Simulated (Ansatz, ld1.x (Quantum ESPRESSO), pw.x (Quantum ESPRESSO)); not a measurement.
Ir: one change to the TM potential, in the atom and in the bcc crystal

| Item | Value |
| --- | --- |
| Element | Ir |
| Generator | ld1.x (Quantum ESPRESSO) 7.5 |
| Type | norm-conserving Troullier–Martins (Kleinman–Bylander form) |
| Functional | PBEsol |
| Relativity | scalar-relativistic |
| Frozen core | [Xe] 4f14 |
| Valence charge | 9 |
| Reference configuration | 5d7 6s2 6p0 |
| Partial waves | 6s (bound): rc 2.60 bohr; 6p (bound, empty): rc 3.20 bohr; 5d (bound): rc 2.40 bohr |
| Local potential | all-electron potential smoothed inside 2.60 bohr (lloc = -2) |
| Core correction | a·sin(br)/r model core, default radius (core density twice the valence density) |

Change: reference 5d7 6s0.5 6p0.

Cutoffs, loose and tight: the cutoffs (Ry, on a coarse ladder) from which the occupation-weighted sum of valence levels, in a spherical-Bessel basis at the reference potential, stays within 10 and 1 mRy of its value at 400 Ry. They do not see the model core or the augmentation charge, which bear on the density cutoff. Test errors are all-electron minus pseudo excitation energies from the reference, over the configurations 5d7 6s1 6p0; 5d7 6s0 6p0; 5d6 6s0 6p0; 5d6 6s2 6p0; 5d8 6s0 6p0; 5d7 6s1 6p1; 5d7 6s0 6p2; variants that change the core or the reference have their own tests.

Crystal test: bcc Ir in pw.x 7.5, no spin, 15³ k-points, Fermi–Dirac smearing 0.01 Ry, cutoffs set for each file from its atomic test. The reference is all-electron LAPW (Ansatz 0.2.0) with the same functional, mesh and smearing; V0 and B0 come from Birch–Murnaghan fits to the pressures at five volumes. Errors are pseudo minus all-electron; Δ is the rms difference of the E(V) curves that follow from these fits, minima aligned, over ±6 % about the mean V0. Mesh and smearing are coarse, so the numbers serve the comparison and aren't converged zero-temperature values; the lattice is a test structure that the element need not adopt.

All-electron: a0 = 3.079 Å (V0 = 14.59 Å³/atom), B0 = 339.1 GPa.

Task: Does the change bring the crystal closer to the all-electron result?

Result: The mean pressure error goes from +9.12 to +7.60 GPa, so the change moves the solid closer to the all-electron pressures.

```
                       quantity       base    changed
                 outcome (atom)  generated  generated
           cutoff, loose (atom)      35 Ry      35 Ry
           cutoff, tight (atom)      40 Ry      40 Ry
            bound ghosts (atom)       none       none
largest test error (meV) (atom)       -161        -65
           cutoffs in pw.x (Ry)     50/200     50/200
                         a0 (Å)      3.105      3.100
                   a0 error (%)      +0.84      +0.70
                   B0 error (%)       -1.3       -0.6
                   Δ (meV/atom)       27.5       23.0
      mean pressure error (GPa)      +9.12      +7.60
```

Base: The largest radius (3.20 bohr) exceeds half the bond length (2.52 bohr), so the spheres overlap, which is one possible source of error among others. This is a poor potential for the solid. Changed file: The largest radius (3.20 bohr) exceeds half the bond length (2.52 bohr), so the spheres overlap, which is one possible source of error among others. This is a poor potential for the solid. The atomic cutoffs weigh occupied waves only.
